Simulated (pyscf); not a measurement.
PySCF, gas phase, ωB97X-D3(BJ)/def2-SVP geometries. Correlated levels are frozen-core, on RHF or UHF. ΔMP2 is the change of the MP2 total energy from the triple- to the quadruple-zeta basis.

**Question.** Estimate by transition-state theory the rate constant of HO–PH–OH + H atom (H•) -> water (H₂O) + HO–PH• (doublet surface; O–P broken, H–O formed) at 1200 K, with CCSD(T)/def2-TZVPP + ΔMP2(QZVPP) energies (ideal gas, 1 atm, RRHO with modes under 100 cm⁻¹ raised to 100, one conformer, R ln 2 for rigid chiral ones; no tunnelling).

**Answer.** The electronic barrier is 21.8 kcal/mol and the thermal terms add +24.8, so ΔG‡ = 46.6 kcal/mol. With k_BT/h = 2.50e+13 s⁻¹ and RT = 2.385 kcal/mol, and a volume of 1.64e-19 cm³ per molecule at 1 atm, k = 1.3e-14 cm³ molecule⁻¹ s⁻¹. Wigner's tunnelling factor for 1808i cm⁻¹ would be 1.20. A shift of 1 kcal/mol in the barrier changes k by a factor 1.5. On the product side the descent ends in a complex, 7.4 kcal/mol under the separated species and 51.2 kcal/mol under the saddle at ωB97X-D3(BJ)/def2-TZVP. The same reactants have a lower exit, to •O–PH–OH + H₂ (barrier +7.5 kcal/mol at ωB97M-D3(BJ), against +20.3 kcal/mol here). This is the saddle that the search found; another between the same sides may lie lower. The angle at the attacked O is 150°. The CCSD(T) − MP2 part came from Ansatz, without density fitting, on the same reference.
